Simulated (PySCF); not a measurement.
ClH₅: breathing scan

All numbers come from PBE0 in PySCF with Cl def2-TZVP, H def2-TZVP; no relativity; density-fitted integrals.

Rigid scan from the singlet minimum (Cl–H 1.275 Å, Cl–H 1.559 Å (×4); H–Cl–H 85.5° (×4), H–Cl–H 89.6° (×4), H–Cl–H 171.0° (×2)). Coordinate: all bonds to the central atom scaled together. Energies in kJ/mol from the minimum.

Task: Predict the curve at 0.88, 0.92, 0.96, 1.00, 1.04, 1.08, 1.14, 1.22, 1.35.

Result: 
| scale of all bonds to the centre | E (kJ/mol) | dipole size (D) |
| --- | --- | --- |
| 0.88 | 134.1 | 0.74 |
| 0.92 | 53.4 | 0.81 |
| 0.96 | 12.0 | 0.90 |
| 1.00 | 0.0 | 1.00 |
| 1.04 | 9.8 | 1.11 |
| 1.08 | 35.7 | 1.23 |
| 1.14 | 95.1 | 1.41 |
| 1.22 | 196.5 | 1.68 |
| 1.35 | 378.5 | 2.08 |

At long bonds a restricted determinant can lie too high, and another spin state can fall below this curve.

Other isomers or separated fragments may lie lower.

The scan took 4.5 s on 2 threads of a shared AMD EPYC 9R45 96-Core (Zen 5) host; the process peaked at 1 GiB. Launch command: `OMP_NUM_THREADS=2 python axn.py task.json out`.
